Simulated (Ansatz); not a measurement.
Start from Pt in the fcc (Cu type) structure (space group Fm-3m, No. 225; a = 3.970 Å).

Computed with plane-wave PAW DFT at the PBE level (Ansatz, a program for electronic structure, 420 eV), no spin-orbit coupling, earlier PAW set.

Modification: every Pt is replaced by Ni; the structure is relaxed again.

Measured lattice parameter a: Pt 3.913 Å (static lattice; corrected from measurement; as listed in Daniel Mejia-Rodriguez, S. B. Trickey, Phys. Rev. B (2018)); Ni 3.508 Å (static lattice; corrected from measurement; as listed in Daniel Mejia-Rodriguez, S. B. Trickey, Phys. Rev. B (2018)).

### Question
How well does PBE reproduce the measured shift?

### Answer
With PBE the lattice parameter a moves by -0.451 Å (3.970 → 3.519) against -0.405 Å measured.

The magnetic state is the one reached from the starting moments; the real material's order can differ, and small cells can't hold many antiferromagnetic ones. Whether these cells are dynamically stable was not tested. Spin-polarised in the final run: Ni; the other runs are not.
